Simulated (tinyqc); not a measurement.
Worked calculation: CCD on RHF in the sto-6g basis, for HF, spin multiplicity 1. Computed by tinyqc, a small Python program that keeps every step (integrals from PySCF). Settings: charge = 0, multiplicity = 1, basis = sto-6g, method = RHF, energy threshold = 1e-10, iteration cap = 55, orthogonalisation = symmetric, start = Wolfsberg-Helmholz matrix, DIIS depth = 6, amplitude equations = CCD, DIIS depth for amplitudes = 4, cap on updates = 90. Command: `OMP_NUM_THREADS=1 python tinyqc.py 29865 29866 out.jsonl` (the two numbers bound the seeds that draw the settings). One thread of a shared host (Intel(R) Xeon(R) Processor @ 2.60GHz), about 0.09 s of CPU time with the checks. The early iterations of the SCF are left out here.

## One-electron integrals

Geometry (angstrom):
```
atom,x,y,z
F,0.000000,0.000000,0.000000
H,0.000000,0.000000,0.979000
```

Basis sto-6g: exponents (1/bohr^2) and contraction coefficients of normalised primitives:
```
element,l (shell),exponent,coefficient
F,s (1),1728.626574,0.009164
F,s (1),316.941790,0.049361
F,s (1),88.668891,0.168538
F,s (1),30.460157,0.370563
F,s (1),11.828570,0.416492
F,s (1),4.871659,0.130334
F,s (2),67.032281,-0.013253
F,s (2),13.267438,-0.046992
F,s (2),4.123510,-0.033785
F,s (2),1.586463,0.250242
F,s (2),0.689002,0.595117
F,s (2),0.315820,0.240706
F,p (3),67.032281,0.003760
F,p (3),13.267438,0.037679
F,p (3),4.123510,0.173897
F,p (3),1.586463,0.418036
F,p (3),0.689002,0.425860
F,p (3),0.315820,0.101708
H,s (1),35.523221,0.009164
H,s (1),6.513144,0.049361
H,s (1),1.822143,0.168538
H,s (1),0.625955,0.370563
H,s (1),0.243077,0.416492
H,s (1),0.100112,0.130334
```

Overlap, kinetic and nuclear-attraction integrals over the contracted functions; the nuclear repulsion is the sum of Za Zb / Rab.

nuclear repulsion = 4.86475475 hartree

overlap S, lower triangle:
```
,1F 1s,1F 2s,1F 2px,1F 2py,1F 2pz,2H 1s
1F 1s,1.000000
1F 2s,0.232479,1.000000
1F 2px,0.000000,0.000000,1.000000
1F 2py,0.000000,0.000000,0.000000,1.000000
1F 2pz,0.000000,0.000000,0.000000,0.000000,1.000000
2H 1s,0.043906,0.411335,0.000000,0.000000,0.326170,1.000000
```

kinetic energy T (hartree), lower triangle:
```
,1F 1s,1F 2s,1F 2px,1F 2py,1F 2pz,2H 1s
1F 1s,37.397730
1F 2s,-1.143349,1.082297
1F 2px,0.000000,0.000000,3.251325
1F 2py,0.000000,0.000000,0.000000,3.251325
1F 2pz,0.000000,0.000000,0.000000,0.000000,3.251325
2H 1s,-0.002933,0.096780,0.000000,0.000000,0.223196,0.768522
```

nuclear attraction V (hartree), lower triangle:
```
,1F 1s,1F 2s,1F 2px,1F 2py,1F 2pz,2H 1s
1F 1s,-78.362980
1F 2s,-7.991372,-12.013145
1F 2px,0.000000,0.000000,-11.979243
1F 2py,0.000000,0.000000,0.000000,-11.979243
1F 2pz,-0.013972,-0.160371,0.000000,0.000000,-12.079413
2H 1s,-1.733475,-3.759340,0.000000,0.000000,-2.647386,-5.941348
```

core Hamiltonian H = T + V (hartree), lower triangle:
```
,1F 1s,1F 2s,1F 2px,1F 2py,1F 2pz,2H 1s
1F 1s,-40.965250
1F 2s,-9.134721,-10.930848
1F 2px,0.000000,0.000000,-8.727917
1F 2py,0.000000,0.000000,0.000000,-8.727917
1F 2pz,-0.013972,-0.160371,0.000000,0.000000,-8.828088
2H 1s,-1.736408,-3.662560,0.000000,0.000000,-2.424190,-5.172826
```

## Two-electron integrals

Functions are numbered as in S; the eight-fold symmetry (ij|kl) = (ji|kl) = (kl|ij) leaves the list below.

Two-electron integrals (ij|kl) in chemists' order, unique and non-zero (hartree):
```
i,j,k,l,(ij|kl)
1,1,1,1,5.406240
2,1,1,1,0.768129
2,1,2,1,0.138909
2,2,1,1,1.266271
2,2,2,1,0.283987
2,2,2,2,0.926367
3,1,3,1,0.029452
3,2,3,1,0.044681
3,2,3,2,0.204753
3,3,1,1,1.266273
3,3,2,1,0.283987
3,3,2,2,0.926366
3,3,3,3,0.998085
4,1,4,1,0.029452
4,2,4,1,0.044681
4,2,4,2,0.204753
4,3,4,3,0.053789
4,4,1,1,1.266273
4,4,2,1,0.283987
4,4,2,2,0.926366
4,4,3,3,0.890506
4,4,4,4,0.998085
5,1,5,1,0.029452
5,2,5,1,0.044681
5,2,5,2,0.204753
5,3,5,3,0.053789
5,4,5,4,0.053789
5,5,1,1,1.266273
5,5,2,1,0.283987
5,5,2,2,0.926366
5,5,3,3,0.890506
5,5,4,4,0.890506
5,5,5,5,0.998085
6,1,1,1,0.154765
6,1,2,1,0.026822
6,1,2,2,0.053619
6,1,3,3,0.053527
6,1,4,4,0.053527
6,1,5,1,0.001163
6,1,5,2,0.002269
6,1,5,5,0.053804
6,1,6,1,0.005266
6,2,1,1,0.378690
6,2,2,1,0.086143
6,2,2,2,0.311905
6,2,3,3,0.307549
6,2,4,4,0.307549
6,2,5,1,0.006222
6,2,5,2,0.046223
6,2,5,5,0.320615
6,2,6,1,0.016625
6,2,6,2,0.128012
6,3,3,1,0.009732
6,3,3,2,0.055157
6,3,5,3,0.009721
6,3,6,3,0.019131
6,4,4,1,0.009732
6,4,4,2,0.055157
6,4,5,4,0.009721
6,4,6,4,0.019131
6,5,1,1,0.251441
6,5,2,1,0.058023
6,5,2,2,0.224631
6,5,3,3,0.214969
6,5,4,4,0.214969
6,5,5,1,0.013443
6,5,5,2,0.087004
6,5,5,5,0.243954
6,5,6,1,0.011706
6,5,6,2,0.113158
6,5,6,5,0.118572
6,6,1,1,0.521893
6,6,2,1,0.120949
6,6,2,2,0.502347
6,6,3,3,0.485067
6,6,4,4,0.485067
6,6,5,1,0.011457
6,6,5,2,0.117403
6,6,5,5,0.536905
6,6,6,1,0.023540
6,6,6,2,0.261341
6,6,6,5,0.268126
6,6,6,6,0.774999
```

## Orthogonalisation

S = U s U^T; symmetric (Loewdin) form X = U s^(-1/2) U^T, so that X^T S X = 1.

eigenvalues of S: 0.455235  0.849284  1.000000  1.000000  1.122146  1.573334

X, lower triangle:
```
,1F 1s,1F 2s,1F 2px,1F 2py,1F 2pz,2H 1s
1F 1s,1.021979
1F 2s,-0.128155,1.104629
1F 2px,0.000000,0.000000,1.000000
1F 2py,0.000000,0.000000,0.000000,1.000000
1F 2pz,-0.006045,0.064892,0.000000,0.000000,1.050421
2H 1s,0.019397,-0.255906,0.000000,0.000000,-0.199505,1.131444
```

## Starting guess

The start is the generalised Wolfsberg-Helmholz matrix (K = 1.75) built on H; D = 2 C_occ C_occ^T.

D at the start, lower triangle:
```
,1F 1s,1F 2s,1F 2px,1F 2py,1F 2pz,2H 1s
1F 1s,2.084113
1F 2s,-0.353877,1.552181
1F 2px,0.000000,0.000000,2.000000
1F 2py,0.000000,0.000000,0.000000,2.000000
1F 2pz,0.091381,-0.356222,0.000000,0.000000,1.779091
2H 1s,-0.161824,0.470579,0.000000,0.000000,0.243809,0.217187
```

## Iteration 7 (converged): orbitals

converged F (hartree), lower triangle:
```
,1F 1s,1F 2s,1F 2px,1F 2py,1F 2pz,2H 1s
1F 1s,-26.239599
1F 2s,-6.369815,-2.909368
1F 2px,0.000000,0.000000,-0.471973
1F 2py,0.000000,0.000000,0.000000,-0.471973
1F 2pz,-0.021708,-0.080226,0.000000,0.000000,-0.337394
2H 1s,-1.212517,-1.022122,0.000000,0.000000,-0.550865,-0.520045
```

Diagonalise F' = X^T F X, C = X C', fill 5 alpha and 5 beta electrons from the bottom; D = 2 C_occ C_occ^T. Each column has its largest component positive (the first on a tie).

F' = X^T F X (hartree), lower triangle:
```
,1,2,3,4,5,6
1,-25.827879
2,-3.181413,-1.707489
3,0.000000,0.000000,-0.471973
4,0.000000,0.000000,0.000000,-0.471973
5,-0.041327,0.091147,0.000000,0.000000,-0.157424
6,-0.186730,-0.515508,0.000000,0.000000,-0.547120,-0.036992
```

orbital energies (hartree): MO1 -26.242901, MO2 -1.467899, MO3 -0.574704, MO4 -0.471973, MO5 -0.471973, MO6 0.555720

coefficients C:
```
,MO1,MO2,MO3,MO4,MO5,MO6
1F 1s,0.997096,-0.238993,0.069472,0.000000,0.000000,0.071647
1F 2s,0.012792,0.955549,-0.390915,0.000000,0.000000,-0.490180
1F 2px,0.000000,0.000000,0.000000,0.994981,-0.100068,0.000000
1F 2py,0.000000,0.000000,0.000000,0.100068,0.994981,0.000000
1F 2pz,0.001831,0.072002,0.699248,0.000000,0.000000,-0.808269
2H 1s,-0.003092,0.137720,0.538758,0.000000,0.000000,1.037591
```

D after iteration 7, lower triangle:
```
,1F 1s,1F 2s,1F 2px,1F 2py,1F 2pz,2H 1s
1F 1s,2.112288
1F 2s,-0.485544,2.132102
1F 2px,0.000000,0.000000,2.000000
1F 2py,0.000000,0.000000,0.000000,2.000000
1F 2pz,0.066392,-0.409043,0.000000,0.000000,0.988272
2H 1s,0.002863,-0.158099,0.000000,0.000000,0.773272,0.618472
```

Within a degenerate level the vectors are fixed only up to a rotation; this is one choice.

## Convergence

Stop when the energy changes by less than 1e-10 hartree and every element of the error matrix X^T (F D S - S D F) X is below 3e-06.

Course of the cycle:
```
iteration,E (hartree),change,largest element of the error matrix
1,-99.23006114,-,6.06e-01
2,-99.48079817,-2.51e-01,1.24e-01
3,-99.50071423,-1.99e-02,2.07e-02
4,-99.50097040,-2.56e-04,1.77e-03
5,-99.50097248,-2.08e-06,6.96e-05
6,-99.50097249,-2.78e-09,4.31e-06
7,-99.50097249,-1.09e-11,1.30e-09
```

PySCF RHF in the same basis = -99.50097249 hartree

Converged in 7 iterations.

## Populations, bond orders and dipole

Mulliken: Z minus the diagonal of D S on the atom; Loewdin: the same with S^(1/2) D S^(1/2); Mayer order: 2 sum_s sum (D(s) S)_ij (D(s) S)_ji over the two atoms.

Charges (e):
```
atom,Mulliken,Loewdin
1F,-0.194216,-0.145715
2H,0.194216,0.145715
```

Mayer bond orders:
```
pair,order
2-1,0.962280
```

dipole moment about the origin, x y z (debye): 0.000000  0.000000  1.274834

## Integrals over molecular orbitals

(pq|rs) = sum C_ip C_jq C_kr C_ls (ij|kl), one index at a time.

one-electron integrals over orbitals h = C^T H C (hartree), lower triangle:
```
,1,2,3,4,5,6
1,-40.951576
2,0.717146,-9.211532
3,-0.203580,0.565908,-7.517333
4,0.000000,0.000000,0.000000,-8.727917
5,0.000000,0.000000,0.000000,0.000000,-8.727917
6,-0.219881,1.145322,1.928067,0.000000,0.000000,-6.123422
```

Two-electron integrals over orbitals (pq|rs), unique and non-zero (hartree):
```
p,q,r,s,(pq|rs)
1,1,1,1,5.381224
2,1,1,1,-0.520476
2,1,2,1,0.081291
2,2,1,1,1.224596
2,2,2,1,-0.021749
2,2,2,2,0.862226
3,1,1,1,0.155552
3,1,2,1,-0.022684
3,1,2,2,0.012305
3,1,3,1,0.023135
3,2,1,1,-0.147203
3,2,2,1,0.008609
3,2,2,2,-0.026178
3,2,3,1,0.020857
3,2,3,2,0.155197
3,3,1,1,0.989783
3,3,2,1,-0.010275
3,3,2,2,0.749369
3,3,3,1,-0.005122
3,3,3,2,-0.042594
3,3,3,3,0.754469
4,1,4,1,0.030391
4,2,4,1,0.039196
4,2,4,2,0.182940
4,3,4,1,-0.010661
4,3,4,2,-0.040125
4,3,4,3,0.045677
4,4,1,1,1.265975
4,4,2,1,-0.013781
4,4,2,2,0.883961
4,4,3,1,0.003956
4,4,3,2,-0.076416
4,4,3,3,0.744886
4,4,4,4,0.998085
5,1,5,1,0.030391
5,2,5,1,0.039196
5,2,5,2,0.182940
5,3,5,1,-0.010661
5,3,5,2,-0.040125
5,3,5,3,0.045677
5,4,5,4,0.053789
5,5,1,1,1.265975
5,5,2,1,-0.013781
5,5,2,2,0.883961
5,5,3,1,0.003956
5,5,3,2,-0.076416
5,5,3,3,0.744886
5,5,4,4,0.890506
5,5,5,5,0.998085
6,1,1,1,0.166081
6,1,2,1,-0.028004
6,1,2,2,0.001379
6,1,3,1,-0.008889
6,1,3,2,-0.025073
6,1,3,3,0.011226
6,1,4,4,0.004099
6,1,5,5,0.004099
6,1,6,1,0.026278
6,2,1,1,-0.238283
6,2,2,1,0.005898
6,2,2,2,-0.124523
6,2,3,1,-0.020404
6,2,3,2,-0.051626
6,2,3,3,-0.036029
6,2,4,4,-0.121834
6,2,5,5,-0.121834
6,2,6,1,0.016071
6,2,6,2,0.095703
6,3,1,1,-0.365461
6,3,2,1,0.005783
6,3,2,2,-0.178096
6,3,3,1,0.002293
6,3,3,2,0.093289
6,3,3,3,-0.119203
6,3,4,4,-0.203636
6,3,5,5,-0.203636
6,3,6,1,-0.005805
6,3,6,2,0.054401
6,3,6,3,0.184973
6,4,4,1,-0.010193
6,4,4,2,-0.040223
6,4,4,3,-0.016140
6,4,6,4,0.030983
6,5,5,1,-0.010193
6,5,5,2,-0.040223
6,5,5,3,-0.016140
6,5,6,5,0.030983
6,6,1,1,0.883060
6,6,2,1,-0.008900
6,6,2,2,0.676070
6,6,3,1,0.015043
6,6,3,2,0.067697
6,6,3,3,0.669560
6,6,4,4,0.647670
6,6,5,5,0.647670
6,6,6,1,-0.009385
6,6,6,2,-0.066181
6,6,6,3,-0.014101
6,6,6,6,0.712601
```

## CCD: starting amplitudes

t_ij^ab = <ij||ab> / (e_i + e_j - e_a - e_b), whose energy is MP2.

Starting amplitudes (spin orbitals 1a, 1b, ...; amplitudes related by a flip of all spins are not repeated):
```
from,to,t
3a 3b,6a 6b,-0.081816
2a 2b,6a 6b,-0.023647
2a 3b,6a 6b,-0.017248
5a 5b,6a 6b,-0.015074
4a 4b,6a 6b,-0.015074
1a 2b,6a 6b,-0.000558
1a 1b,6a 6b,-0.000490
1a 3b,6a 6b,0.000208
```

correlation energy = -0.02024075 hartree

## CCD: amplitude update 1

t_ij^ab D_ij^ab are set to the remaining terms of the spin-orbital equations, evaluated with the old amplitudes; for the doubles these are <ij||ab> + 1/2 <ab||ef> t_ij^ef + 1/2 <mn||ij> t_mn^ab + P(ij)P(ab) <mb||ej> t_im^ae + terms in t^2, D the orbital-energy denominators.

Amplitudes after update 1 (spin orbitals 1a, 1b, ...; amplitudes related by a flip of all spins are not repeated):
```
from,to,t
3a 3b,6a 6b,-0.111156
2a 3b,6a 6b,-0.025878
2a 2b,6a 6b,-0.025410
5a 5b,6a 6b,-0.017250
4a 4b,6a 6b,-0.017250
1a 2b,6a 6b,-0.000481
1a 1b,6a 6b,-0.000404
1a 3b,6a 6b,0.000117
```

correlation energy = -0.02690477 hartree

## CCD: convergence

E_corr = 1/4 sum <ij||ab> t_ij^ab; stop when the norm of the change is below 1e-8.

Course of the amplitude iterations:
```
update,correlation energy (hartree),norm of the change
0,-0.02024075,-
1,-0.02690477,6.40e-02
2,-0.02928009,2.41e-02
3,-0.03069773,9.19e-03
4,-0.03069079,2.02e-04
5,-0.03069155,1.61e-05
6,-0.03069134,1.34e-06
7,-0.03069134,1.18e-07
8,-0.03069134,4.70e-08
9,-0.03069134,1.93e-10
```

Converged amplitudes (spin orbitals 1a, 1b, ...; amplitudes related by a flip of all spins are not repeated):
```
from,to,t
3a 3b,6a 6b,-0.129130
2a 3b,6a 6b,-0.031101
2a 2b,6a 6b,-0.024170
5a 5b,6a 6b,-0.017484
4a 4b,6a 6b,-0.017484
1a 2b,6a 6b,-0.000443
1a 1b,6a 6b,-0.000393
1a 3b,6a 6b,0.000062
```

CCD total energy = -99.53166383 hartree

Converged in 9 updates, with DIIS from the third.
